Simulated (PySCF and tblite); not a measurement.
Values are calculated unless marked as measured or tabulated.
Stationary points of C₂H₂N₂ at PBE0-D3(BJ)/def2-SVP, in Å:

Structure A

```
 1 N     2.052   -0.718   -0.101
 2 C     1.038   -0.171    0.022
 3 C    -0.243    0.489    0.170
 4 N    -1.372   -0.077    0.060
 5 H    -0.197    1.565    0.395
 6 H    -1.266   -1.076   -0.150
```

Structure B

```
 1 N     2.302   -0.492    0.011
 2 C     1.210   -0.104    0.038
 3 C    -0.179    0.386    0.071
 4 N    -1.150   -0.344   -0.128
 5 H    -0.238    1.477    0.294
 6 H    -1.945   -0.923   -0.286
```

Structure C

```
 1 N     2.375   -0.306    0.120
 2 C     1.234   -0.109    0.104
 3 C    -0.180    0.195    0.097
 4 N    -1.034   -0.713   -0.131
 5 H    -0.413    1.255    0.303
 6 H    -1.980   -0.319   -0.096
```

Level: BHandHLYP/pcSseg-1 + D3(BJ) on PBE0-D3(BJ)/def2-SVP stationary points, with GFN2-xTB thermal terms.

Q: Which structure is a saddle point, and along which motion?

A: B: one imaginary mode (1100i cm⁻¹ at GFN2-xTB, mostly on H6, N4), along the planar inversion at N4 (torsion C2–C3–N4–H from -180° to -360°).

Q: Give their symmetry and energies above the lowest.

A: A Cs, 0.0 kcal/mol; B Cs, 27.3 kcal/mol; C Cs, 0.4 kcal/mol.

In real samples N–H and O–H hydrogens exchange between molecules, which also interchanges these forms.
